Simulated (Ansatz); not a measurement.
**HCl ··· SiNH₅**

The pair of HCl (SMILES Cl, atoms 1–2) and SiNH₅ (SMILES [SiH3]N, atoms 3–9), both closed shells, in one local arrangement (a lower one may exist), relaxed at PBE0-D4/def2-TZVP:

Cl1  (1.152, 0.103, -2.753)
H2  (0.382, -0.122, -1.686)
Si3  (0.155, 0.312, 1.107)
N4  (-0.622, -0.414, -0.286)
H5  (1.483, -0.329, 1.243)
H6  (0.279, 1.761, 0.824)
H7  (-0.606, 0.127, 2.372)
H8  (-1.514, -0.018, -0.553)
H9  (-0.709, -1.422, -0.269)
(Å)

Computed with Ansatz 0.2.0 (basis: def2-TZVPPD, with def2-QZVPPD for the basis limit); correlated methods freeze the cores. B3LYP uses VWN-RPA correlation. Extrapolation: Hartree–Fock as exp(−7.88 √X), correlation as X^−2.97. Interaction energies count from these two fragments, frozen as in the pair, with the counterpoise correction; negative means bound.

(1) What is the interaction energy by CCSD(T) at an estimated basis limit (MP2 extrapolated from triple and quadruple zeta, plus CCSD(T) − MP2 in triple zeta)? (Judge from chemistry; the value comes from the calculation.)

(2) Which atoms make the shortest contact between the fragments?

The T1 diagnostic stays at or below 0.011.

## Answers

(1) By the calculation: -31.8 kJ/mol. Hartree–Fock alone gives -13.5 kJ/mol at the basis limit. It counts from the two fragments frozen as in the pair.

The same quantity by other methods in triple zeta, and each one's difference from that estimate:
| method | E_int (kJ/mol) | difference |
| --- | --- | --- |
| PBE-D4 | -41.6 | -9.8 |
| revPBE-D4 | -38.6 | -6.8 |
| BLYP-D4 | -36.7 | -4.9 |
| r2SCAN-D4 | -40.0 | -8.2 |
| B97M-V | -32.9 | -1.1 |
| PBE0-D4 | -40.1 | -8.3 |
| B3LYP-D4 | -36.7 | -4.9 |
| HSE06-D4 | -40.1 | -8.3 |
| wB97X-V | -33.0 | -1.2 |
| wB97M-V | -31.6 | 0.2 |
| B2PLYP | -30.0 | 1.8 |
| HF | -13.6 | 18.2 |
| MP2 | -32.7 | -0.9 |
| CCSD | -24.8 | 7.0 |
| CCSD(T) | -27.9 | 3.9 |
Differences are method less estimate.

(2) H2 and N4, 1.75 Å apart.

Energy to bend the free fragments (PBE0-D4 minima) into their shapes in the pair, CCSD(T)/def2-TZVPPD: HCl 5.0 kJ/mol; SiNH₅ 1.1 kJ/mol. This must be added to the interaction energy to get the binding energy from relaxed fragments.

Basis-set superposition shift (counterpoise-corrected less uncorrected): CCSD(T) 4.0; MP2 4.0; HF 0.5; PBE0-D4 0.7; wB97M-V 0.6 kJ/mol.

For scale, one of the runs: CCSD(T)/def2-TZVPPD, 238 basis functions, launched by `ansatz run in.yaml --threads 4 --pin off --events-out ev --progress --plain --max-ram 9574MiB`. The run took 19 s on 4 CPU threads of an AMD EPYC 9R45 (shared host), with 4.2 GiB of host memory at its peak.
